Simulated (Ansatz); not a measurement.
InH4⁻, singlet: the ladder up to RCCSDT(Q)

Geometry: a PBE0/def2-TZVPD stationary point for this spin, not checked as a minimum.

```tsv
atom	x (Å)	y (Å)	z (Å)
In	0.0000	0.0000	0.0000
H	1.0308	1.0308	1.0308
H	-1.0308	-1.0308	1.0308
H	-1.0308	1.0308	-1.0308
H	1.0308	-1.0308	-1.0308
```

Basis def2-TZVPD with its core potentials; Ansatz 0.2.0. Correlated methods freeze the noble-gas cores and the filled d shells of p-block atoms, which leaves 8 electrons in 83 orbitals. Prefix R: restricted or restricted open-shell reference. Active spaces: valence = (8e, 8o) chosen from the atoms' valence shells. No spin–orbit coupling is included; scalar relativity enters through the core potentials alone.

Full CI isn't at hand for all of this; RCCSDT(Q) serves as the reference, and is uncertain by the last step of the cluster series or more.

* UHF ⟨S²⟩: 0.000
* T1 diagnostic (RCCSD): 0.0115
* largest doubles amplitude (RCCSD): 0.024

```csv
level,E − E(RHF) (eV)
RMP2,-3.0266
RCCSD,-3.8409
RCCSD(T),-3.9118
```

(1) Estimate how far RCCSDT(Q) in def2-TZVPD lies from RCCSD(T). The table doesn't fix it; the size of (T) and the diagnostics are the guide.

(1) RCCSDT(Q) in def2-TZVPD lies 1.9 kJ/mol below RCCSD(T), which is 28 % of the (T) step (-6.8 kJ/mol). The diagnostics give no warning, yet the rest is a sizeable part of (T).

The other levels:

```
                 level  E − E(RCCSDT(Q)) (kJ/mol)  share of correlation (%)  wall time
               BCCD(T)                        1.9                     99.51        2 s
                RCCSDT                        0.2                     99.95          –
CASSCF (valence space)                      228.4                     39.78          –
NEVPT2 (valence space)                       76.1                     79.93      4.6 s
```

The correlation energy at RCCSDT(Q), counted from RHF, is -3.932 eV. That run took 34 s on 1 thread of Intel Xeon 6975P-C, shared host.

Times hold each run's SCF and search for its determinant on a shared host, so for small cases they say little of a method's own cost; they ran on 1 thread of Intel Xeon 6975P-C. Some runs computed forces too.

Natural occupations of CASSCF (valence space) about the gap: 1.984 1.970 1.970 1.970 0.039 0.022 0.022 0.022; effectively unpaired electrons, Σ n²(2−n)², 0.02.
